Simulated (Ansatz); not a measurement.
# CHClO: geometry and frequencies at several levels

The task, for CHClO: geometry and frequencies at several levels.

Computed with Ansatz 0.2.0 (the levels named in each step, unless a step's input says otherwise).

## Step 1: The structure to begin with

Bond lengths: O1–C2 1.191 Å, C2–Cl3 1.791 Å, C2–H4 1.118 Å. Angles: O1–C2–Cl3 124.2°, O1–C2–H4 126.6°, Cl3–C2–H4 109.2°.

Coordinates:

```xyz
4

O    -1.4719   -0.7507   -0.0035
C    -0.7973    0.2312   -0.0039
Cl    0.9934    0.2233    0.0035
H    -1.1594    1.2889   -0.0089
```

## Step 2: Relaxation, HF/STO-3G

File input.yaml:

```yaml
crystal:
  periodic: [false, false, false]
  atoms:
    - { symbol: O, position_ang: [-1.47190623, -0.75074108, -0.00351415] }
    - { symbol: C, position_ang: [-0.79727807, 0.23119643, -0.00392523] }
    - { symbol: Cl, position_ang: [0.99341963, 0.22331071, 0.00354946] }
    - { symbol: H, position_ang: [-1.15939532, 1.28887394, -0.00891007] }
basis:
  gaussian: { orbitals: STO-3G }
hamiltonian:
  xc: hf
relax:
  f_tol: 0.002
  max_steps: 150
```

Command:

```bash
$ ansatz run input.yaml --threads 2 --pin off --max-ram 5120MiB --backend cpu --events-out ev --progress --plain --runs-dir out
```

The runs that follow: Frequencies, HF/STO-3G; Relaxation, HF/6-31G*; Frequencies, HF/6-31G*; Relaxation, LDA/def2-SVP; Frequencies, LDA/def2-SVP; Relaxation, PBE-D4/def2-SVP; Frequencies, PBE-D4/def2-SVP; Relaxation, MP2/def2-TZVPP; Frequencies, MP2/def2-TZVPP.

Before running it: what results should come out? Wanted: O1–C2 at MP2/def2-TZVPP; C2–Cl3 at MP2/def2-TZVPP; frequencies at MP2/def2-TZVPP.

As calculated:

| quantity | value |
| --- | --- |
| O1–C2 at MP2/def2-TZVPP | 1.189 Å |
| C2–Cl3 at MP2/def2-TZVPP | 1.762 Å |
| frequencies at MP2/def2-TZVPP | 464 to 3111 cm⁻¹ |

In words: The O–C distance spreads over 0.035 Å, from HF/6-31G* (shortest) to HF/STO-3G. No mode is imaginary, so the geometry is a minimum.
